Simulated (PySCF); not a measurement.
SiHCl: bend–stretch map

These are results of PySCF, PBE0, basis Si def2-TZVP, H def2-TZVP, Cl def2-TZVP (no relativity, density fitting), not measurements.

Rigid scan from the singlet minimum (Si–Cl 2.077 Å, Si–H 1.529 Å; Cl–Si–H 94.7°). Coordinate: rows scale both bonds, columns set the H–Si–Cl angle. Energies in kJ/mol from the minimum.

Rows run from the largest first scale (top) to the smallest, columns from the smallest angle to the largest. Lower edges of the bins (kJ/mol): '0' 1.8, '1' 4.5, '2' 8.8, '3' 15.7, '4' 26.5, '5' 43.6, '6' 70.8, '7' 113.9, '8' 182.1, '9' 290.3; top 462.
```
4567889
3356889
1256789
0156889
1256899
3457899
```

Question: Give the energies on the grid of the scan.

Answer: 
```tsv
scale \ angle	90	105	120	135	150	165	180
0.94	25	28	65	130	219	330	462
0.97	8	12	49	112	198	303	383
1.00	2	8	44	105	186	283	351
1.03	6	12	47	105	182	270	329
1.06	17	24	57	112	183	264	315
1.10	40	47	78	128	193	264	307
```

The bond scale of lowest energy on the grid is 1.00 at 90°, 1.00 at 105°, 1.00 at 120°, 1.00 at 135°, 1.03 at 150°, 1.10 (edge) at 165°, 1.10 (edge) at 180°.

Other isomers or separated fragments may lie lower.
